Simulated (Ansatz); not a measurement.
Basis-set series for C₄H₄, SMILES `C=C=C=C`. Charge 0, multiplicity 1. The geometry is a stationary point of PBE0-D4/def2-TZVP.

```tsv
functional	basis	functions	energy (Eh)	HOMO (eV)	LUMO (eV)
PBE0-D4	def2-SVP	76	-154.42346	-7.04	-1.48
PBE0-D4	def2-QZVPP	348	-154.60132	-7.11	-1.65
ωB97M-V	def2-SVP	76	-154.53237	-9.07	0.63
ωB97M-V	def2-QZVPP	348	-154.71842	-9.15	0.35
```

(1) Give the rows for def2-TZVPP. (Estimate.)

Answers

(1) The calculation gave: 
```json
{"functional": "PBE0-D4", "basis": "def2-TZVPP", "functions": "180", "energy (Eh)": "-154.59309", "HOMO (eV)": "-7.10", "LUMO (eV)": "-1.61"}
{"functional": "ωB97M-V", "basis": "def2-TZVPP", "functions": "180", "energy (Eh)": "-154.71088", "HOMO (eV)": "-9.14", "LUMO (eV)": "0.42"}
```

Positive LUMOs are unbound and depend on the basis.

Results of the Gaussian-basis code of Ansatz.
